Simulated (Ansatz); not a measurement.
# How methods differ on BH3O (BH2(OH))

BH3O has 5 atoms, charge 0, and is taken as a singlet. As SMILES, `[H]B([H])O`. The coordinates come from a GFN2-xTB relaxation.

```xyz
5

B     0.2710    0.3025   -0.1085
H     1.4036    0.3900   -0.3956
H    -0.4329    1.2514   -0.0807
O    -0.1594   -0.9187    0.1745
H    -1.0822   -1.0252    0.4103
```

Quantity: the energy change with the B1–O4 bond stretched from 1.325 to 1.657 Å, in eV. The values are calculated.

| level | kind | program | value (eV) | less FCI/STO-3G | CPU time (all runs) |
| --- | --- | --- | --- | --- | --- |
| HF/STO-3G (restricted) | Hartree–Fock | Ansatz | 1.96 | +0.28 | 0.12 s |
| PBE/STO-3G (restricted) | GGA | Ansatz | 1.49 | -0.19 | 1.4 s |
| revPBE/STO-3G (restricted) | GGA | Ansatz | 1.42 | -0.26 | 1.4 s |
| PBE0/STO-3G (restricted) | global hybrid | Ansatz | 1.74 | +0.06 | 1.4 s |
| wB97M-V/STO-3G (restricted) | range-separated hybrid | Ansatz | 1.76 | +0.08 | 22 s |
| B2PLYP/STO-3G (restricted) | double hybrid | Ansatz | 1.72 | +0.04 | 1.9 s |
| MP2/STO-3G (restricted) | perturbation theory | Ansatz | 1.90 | +0.22 | 0.12 s |
| BCCD(T)/STO-3G (restricted) | coupled cluster or CI | Ansatz | 1.71 | +0.03 | 0.24 s |
| CCSD/STO-3G (restricted) | coupled cluster or CI | Ansatz | 1.76 | +0.08 | 0.19 s |
| FCI/STO-3G | exact in the basis | Ansatz | 1.68 | 0.00 | 2.1 s |

FCI/STO-3G is exact within its basis and frozen core, so for wave-function methods in that basis the difference is their error; functionals converge differently with the basis, so for them it is only a difference. The first shape isn't each level's own minimum. The values span 1.42 to 1.96 eV. All rows use very small basis sets, so none should be taken for the real molecule's value. In so small a basis fixed costs decide the times, and correlated methods can beat functionals. CPU times are rough (shared hosts, several kinds of processor and program).
